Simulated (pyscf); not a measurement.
Structures and frequencies: ωB97X-D3(BJ)/def2-SVP in PySCF.

PBE/def2-TZVP puts the barrier of `[OH][SiH3]` + `[H][H]` + `[FH]` → `[SiH4]` + `[OH2]` + `[FH]` (multi-bond step; singlet surface; O–Si, H–H, F–H broken, H–Si, H–O, F–H formed) at 112.1 kJ/mol and the reaction energy at +58.7 kJ/mol, from the separated reactants. What do B3LYP-D3(BJ)/def2-TZVP, M06-2X/def2-TZVP, ωB97M-D3(BJ)/def2-TZVP give on the same structures?

B3LYP-D3(BJ): ΔE‡ = 143.7 kJ/mol, ΔE = +66.5 kJ/mol; M06-2X: ΔE‡ = 157.7 kJ/mol, ΔE = +76.4 kJ/mol; ωB97M-D3(BJ): ΔE‡ = 149.7 kJ/mol, ΔE = +64.4 kJ/mol. PBE's barrier lies under all of them, by 31.6 to 45.6 kJ/mol. Its reaction energy lies under all of them, by 5.7 to 17.7 kJ/mol. Low barriers are usual for a GGA, whose delocalisation error favours stretched bonds. On the reactant side the descent ends in a bound adduct (not fully relaxed), 39.5 kJ/mol under the separated species and 190.8 kJ/mol under the saddle at ωB97X-D3(BJ)/def2-TZVP. On the product side the descent ends in a complex, 32.8 kJ/mol under the separated species and 118.3 kJ/mol under the saddle at ωB97X-D3(BJ)/def2-TZVP. This is the saddle that the search found; another between the same sides may lie lower.
